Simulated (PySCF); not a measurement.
Cartesian coordinates (Å):
SMILES: [Cl]
```xyz
1

Cl     0.0000     0.0000     0.0000
```
Charge 0, spin multiplicity 2.

Question: Estimate the dipole moment, total energy and highest occupied spin orbital that PBE-D3(BJ)/def2-TZVP (PySCF) returns for this input.

Answer: 
dipole moment: 0.00 D
total energy: -459.9584 Ha
highest occupied spin orbital: -8.04 eV
